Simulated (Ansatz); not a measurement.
# AlP+ (quartet): wave-function methods side by side, cc-pVTZ

The task here is to estimate one member of a computed series from the others.

Computed with Ansatz 0.2.0, Gaussian basis. Level: cc-pVTZ, core rule «outside noble gas», up to 10 orbitals frozen.

Plan: UHF; CCSD(T) on ROHF; CCSD(T) on UHF; BCCD(T) on ROHF; CISD as a restricted active space (open shells left free, so some higher excitations enter); CCSDT(Q) on ROHF; CCSDT(Q) on UHF.

11 further runs of the same task are left out: 5 for a known fault of the program, 2 that didn't finish, 4 set aside as unsound or not needed. Runs told in other sessions of the task aren't counted.

## What is computed

The geometry is a PBE0/def2-TZVP stationary point (not a proven minimum) of the parent state, kept for this charge and spin.

2 atoms, charge 1, spin multiplicity 4.

Atoms are counted from 1 here; the program's logs count them from 0.

Bond lengths: Al1–P2 2.381 Å.

Set-up of the first run:

The input, in.yaml:

```yaml
crystal:
  periodic: [false, false, false]
  atoms:
    - {symbol: Al, position_ang: [0.000000, 0.000000, 0.000000]}
    - {symbol: P, position_ang: [0.000000, 0.000000, 2.380600]}
basis:
  gaussian: {orbitals: cc-pVTZ}
total_charge: 1
magnetization: {spin_polarized: true, initial_magnetization: 3}
hamiltonian: {xc: hf}
output: {orbitals: {seedname: orbitals}}
```

Started as:

```
> ansatz run in.yaml --threads 1 --pin off --events-out ev --progress --plain --max-ram 2393MiB
```

Steps of the session up to this table: UHF; CCSD(T) on ROHF; CCSD(T) on UHF; BCCD(T) on ROHF; CISD as a restricted active space (open shells left free, so some higher excitations enter); CCSDT(Q) on ROHF; CCSDT(Q) on UHF.

One of the session's tables, all rows but one given; the rest of the session is left out.

| method | from UCCSDT(Q) (meV) |
| --- | --- |
| ROHF | +4582.5 |
| UHF | +4357.8 |
| RMP2 | +962.3 |
| UMP2 | +1010.2 |
| CISD | +404.1 |
| RCCSD | +253.9 |
| UCCSD | +247.0 |
| RCCSD(T) | ? |
| UCCSD(T) | +49.2 |
| BCCD(T) | +50.3 |
| RCCSDT | +13.3 |
| UCCSDT | +11.0 |
| RCCSDT(Q) | +2.3 |
| UCCSDT(Q) | 0 |

Q: Estimate the row for RCCSD(T) from the others.

The run gave: from UCCSDT(Q) (meV): +49.8. In the column «from UCCSDT(Q) (meV)» it lies between UCCSD(T) (+49.2) and BCCD(T) (+50.3).

To keep in mind: Restricted and unrestricted rows rest on different reference determinants; a gap between their highest levels can come from leftover correlation error, from unlike frozen cores or from another state.
